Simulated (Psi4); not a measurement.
# C3H5 (cyclopropyl) at UTPSS/6-311++G(3df,3pd) (density fitting)

Aim: the vertical ionisation energy of C3H5 (cyclopropyl) at UTPSS/6-311++G(3df,3pd) (density fitting), from 2 runs. 

The calculation is run with Psi4 1.11.

3 further runs of the same task are left out: 3 that didn't finish.

## 1. Starting point

C3H5: 8 atoms, total charge 0, spin state doublet. SMILES: `[CH]1CC1`. The coordinates come from a PBE0-D4/def2-TZVP relaxation.

Bond lengths: C1–C2 1.459 Å, C1–C3 1.459 Å, C2–C3 1.523 Å, C1–H4 1.079 Å, C2–H5 1.087 Å, C2–H6 1.087 Å, C3–H7 1.087 Å, C3–H8 1.087 Å. Some angles: C1–C2–C3 58.5°, C2–C1–C3 62.9°, C1–C3–C2 58.5°, C1–C2–H5 119.2°, C1–C2–H6 118.9°, C3–C2–H5 119.0°, C3–C2–H6 116.7°, C2–C1–H4 132.7°, C3–C1–H4 132.7°, C1–C3–H7 118.9°.

## 2. The charge distribution at UTPSS/6-311++G(3df,3pd) (density fitting)

File c3h5.xyz:

```xyz
8
C3H5
C     -0.922400    -0.237300    -0.208900
C      0.037400     0.758900     0.254400
C      0.443600    -0.691200     0.028700
H     -1.570500    -0.284700    -1.070600
H      0.388600     1.518600    -0.439000
H     -0.013700     1.097500     1.285600
H      0.653200    -1.283800     0.915000
H      1.075900    -0.935200    -0.820900
```

File run.py:

```python
import psi4

psi4.set_memory('1600 MB')
psi4.set_num_threads(1)
psi4.core.set_output_file('run.log', False)

with open('c3h5.xyz') as f:
    atoms = ''.join(f.readlines()[2:])
mol = psi4.geometry('0 2\n' + atoms + '')

options = {'basis': '6-311++G(3df,3pd)', 'reference': 'uks'}
psi4.set_options(options)

e_tot, wfn = psi4.energy('tpss', molecule=mol, return_wfn=True)
psi4.oeprop(wfn, 'ESP_AT_NUCLEI', 'DIPOLE', title='TPSS')
print(f'tpss energy: {e_tot:.10f} Eh')
```

Run with:

```sh
$ python run.py
```

run.log:

```text
[...]
  Running in c1 symmetry.
[...]
  Nuclear repulsion =   69.463268010834852
[...]
  Multiplicity = 2
[...]
  Nalpha       = 12
  Nbeta        = 11
[...]
    Number of basis functions: 207
[...]
   @DF-UKS iter   1:  -116.76661579170748    2.22321e-02   4.80541e-03 DIIS/ADIIS
[...]
   @DF-UKS iter   9:  -117.27964951712846   -3.90203e-08   4.46985e-07 DIIS
[...]
   @S^2 Observed:                7.541505106E-01
[...]
    Orbital Energies [Eh]
    ---------------------
    Alpha Occupied:
       1A    -10.003066     2A     -9.992237     3A     -9.992112
       4A     -0.805071     5A     -0.560402     6A     -0.537919
       7A     -0.451682     8A     -0.428516     9A     -0.336031
      10A     -0.281373    11A     -0.277180    12A     -0.186676
    Alpha Virtual:
      13A     -0.005643    14A      0.008172    15A      0.011555
      16A      0.017692    17A      0.055494    18A      0.064736
      19A      0.071996    20A      0.074906    21A      0.085463
      22A      0.092288    23A      0.120308    24A      0.121983
      25A      0.128326    26A      0.129957    27A      0.133272
[...]
  @DF-UKS Final Energy:  -117.27964951712846
   => Energetics <=
    Nuclear Repulsion Energy =             69.4632680108348524
    One-Electron Energy =                -293.5731593848537386
    Two-Electron Energy =                 125.0081179711592085
    DFT Exchange-Correlation Energy =     -18.1778761142687735
    Empirical Dispersion Energy =           0.0000000000000000
    VV10 Nonlocal Energy =                  0.0000000000000000
    Total Energy =                       -117.2796495171284619
[...]
 Multipole Moments:
 ------------------------------------------------------------------------------------
     Multipole            Electronic (a.u.)      Nuclear  (a.u.)        Total (a.u.)
 ------------------------------------------------------------------------------------
 L = 1.  Multiply by 2.5417464519 to convert [e a0] to [Debye]
 Dipole X            :         -0.8632712            1.0437109            0.1804396
 Dipole Y            :         -0.2532052            0.3248867            0.0716815
 Dipole Z            :          0.0728640           -0.2085229           -0.1356589
 Magnitude           :                                                    0.2368544
[...]
```

The script printed:

```text
tpss energy: -117.2796495171 Eh
```

Wall time 51 s (1 thread of Intel Xeon Platinum 8559C (Emerald Rapids), shared host); peak memory 1.1 GiB.

## 3. The singlet cation

File input.in:

```
memory 1.6 GB

molecule geom {
  1 1
  C     -0.922400    -0.237300    -0.208900
  C      0.037400     0.758900     0.254400
  C      0.443600    -0.691200     0.028700
  H     -1.570500    -0.284700    -1.070600
  H      0.388600     1.518600    -0.439000
  H     -0.013700     1.097500     1.285600
  H      0.653200    -1.283800     0.915000
  H      1.075900    -0.935200    -0.820900
}

set basis 6-311++G(3df,3pd)
set reference uks

E, wfn = energy('tpss', return_wfn=True)
oeprop(wfn, 'ESP_AT_NUCLEI', 'DIPOLE')
```

Run with:

```sh
$ psi4 -n 1 input.in input.out
```

input.out:

```text
[...]
  Running in c1 symmetry.
[...]
  Nuclear repulsion =   69.463268010834852
[...]
  Multiplicity = 1
[...]
  Nalpha       = 11
  Nbeta        = 11
[...]
    Number of basis functions: 207
[...]
   @DF-UKS iter   1:  -116.61842544257453    1.70422e-01   4.06304e-03 DIIS/ADIIS
[...]
   @DF-UKS iter   8:  -116.96185865043373   -2.82137e-07   8.25805e-07 DIIS
[...]
   @S^2 Observed:                1.243449788E-13
[...]
    Orbital Energies [Eh]
    ---------------------
    Alpha Occupied:
       1A    -10.359990     2A    -10.265884     3A    -10.265756
       4A     -1.092222     5A     -0.821964     6A     -0.816776
       7A     -0.720279     8A     -0.694633     9A     -0.588298
      10A     -0.566448    11A     -0.545485
    Alpha Virtual:
      12A     -0.441838    13A     -0.174074    14A     -0.165725
      15A     -0.153193    16A     -0.143724    17A     -0.141815
      18A     -0.102682    19A     -0.079843    20A     -0.079090
      21A     -0.078189    22A     -0.062728    23A     -0.055733
      24A     -0.036346    25A     -0.018595    26A     -0.015969
[...]
  @DF-UKS Final Energy:  -116.96185865043373
   => Energetics <=
    Nuclear Repulsion Energy =             69.4632680108348524
    One-Electron Energy =                -287.1206550582797945
    Two-Electron Energy =                 118.5365386468919837
    DFT Exchange-Correlation Energy =     -17.8410102498807568
    Empirical Dispersion Energy =           0.0000000000000000
    VV10 Nonlocal Energy =                  0.0000000000000000
    Total Energy =                       -116.9618586504337259
[...]
 Multipole Moments:
 ------------------------------------------------------------------------------------
     Multipole            Electronic (a.u.)      Nuclear  (a.u.)        Total (a.u.)
 ------------------------------------------------------------------------------------
 L = 1.  Multiply by 2.5417464519 to convert [e a0] to [Debye]
 Dipole X            :         -1.2495670            1.0437109           -0.2058562
 Dipole Y            :         -0.3591738            0.3248867           -0.0342871
 Dipole Z            :          0.0588864           -0.2085229           -0.1496365
 Magnitude           :                                                    0.2567945
[...]
```

Wall time 47 s (1 thread of Intel Xeon Platinum 8559C (Emerald Rapids), shared host); peak memory 1.1 GiB.

## 4. Summary of results

At UTPSS/6-311++G(3df,3pd) (density fitting):

| quantity | value |
| --- | --- |
| doublet C3H5: total energy | -117.27965 Eh |
| doublet C3H5: dipole moment | 0.60 D |
| doublet C3H5: HOMO energy (highest over α and β) | -5.08 eV |
| doublet C3H5: LUMO energy (lowest over α and β) | -2.50 eV |
| doublet C3H5: ⟨S²⟩ | 0.754 |
| singlet cation: total energy | -116.96186 Eh |
| singlet cation: HOMO energy | -14.84 eV |
| singlet cation: LUMO energy | -12.02 eV |
| singlet cation: HOMO–LUMO gap | 2.82 eV |
| vertical ionisation energy (to the singlet cation) | 8.648 eV |

The vertical ionisation energy comes to 8.65 eV (834 kJ/mol). Only the singlet of the ionised species was computed; a triplet could lie lower.
